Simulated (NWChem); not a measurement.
NO cation

All runs: NWChem. Each level has its own optimisation; frequencies are unscaled.

### Question
Taking Hartree-Fock/def2-TZVPP as the yardstick, which of these has the fewest basis functions while keeping “r N–O (Å)” within 0.003 Å of it: Hartree-Fock/3-21G; Hartree-Fock/aug-pcseg-1; Hartree-Fock/pcseg-1; Hartree-Fock/pcseg-2?

### Answer
Hartree-Fock/pcseg-2.
| level | basis functions | r N–O (Å) |
|---|---|---|
| Hartree-Fock/3-21G | 18 | 1.047 |
| Hartree-Fock/pcseg-1 | 28 | 1.032 |
| Hartree-Fock/aug-pcseg-1 | 46 | 1.034 |
| Hartree-Fock/pcseg-2 | 60 | 1.026 |
| Hartree-Fock/def2-TZVPP | 62 | 1.026 |

The yardstick is one finite set, not the basis-set limit.
